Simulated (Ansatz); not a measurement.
Bulk modulus B0 of some cubic tetrahedrally bonded semiconductors and semimetals

Method: r²SCAN in Ansatz (PAW). References are measured values corrected to a static lattice. The table is a random draw of 8 from 11 solids with such references.

Values in GPa.

| solid | reference | r²SCAN | error (%) |
|---|---|---|---|
| diamond | 455 | 451 | -0.9 |
| zinc-blende GaAs | 76.7 | 72.3 | -5.7 |
| cubic BN | 410 (388–410) | 392 | -4.4 |
| diamond-structure Si | 101 | 96.9 | -4.1 |
| diamond-structure Ge | 77.3 | 70.8 | -8.4 |
| zinc-blende GaP | 89.6 | 87.7 | -2.1 |
| zinc-blende InAs | 58.6 | 57.2 | -2.4 |
| 3C-SiC | 229 | 227 | -0.9 |

Over these 8 solids the mean error is -3.6 %, the mean absolute error 3.6 % (median 3.2 %), and the worst case diamond-structure Ge at -8.4 %; the value is too low in 8 of 8 cases. Over all 11, from unrounded values, the mean error is -4.0 % and the mean absolute error 4.0 % (median 4.0 %).

All these references are brought to a static lattice.

Spin–orbit coupling is left out, also for the solids with elements from indium on (zinc-blende InAs); its size isn't shown.

Brackets give the range of the sources taken for a reference, where it is wide; it can hold other temperatures.

Differences are worked out from the printed values.

Each level is taken at its own relaxed cell. Ansatz's density-functional and Hartree–Fock values are scalar-relativistic unless marked +SOC, with PAW data made under PBE.

Not in this set, of the tetrahedrally bonded semiconductors and semimetals with a reference value in our tables and a result at some level: 16 for a reference at room or unstated temperature; 2 for a high-temperature or high-pressure phase; 1 for no value at r²SCAN (not run, a failed fit, an unstable or unbound cell, or a value held back for tests); 1 for sources at odds; 1 for a value of another source that differs by over 15 % in a way that heat doesn't explain. These can be a level's best or worst cases. At least 5 more with a reference value are held back for tests. Solids without a released value at any level aren't counted. Layered and molecular crystals are counted apart. The metals Ce to Yb are counted apart.

References as tabulated in Mejia-Rodriguez and Trickey (2018), arXiv:1807.09216; Sun et al. (2011), doi:10.1103/physrevb.84.035117; Tanner et al. (2021), arXiv:2110.11888.

Ansatz is a first-principles code.
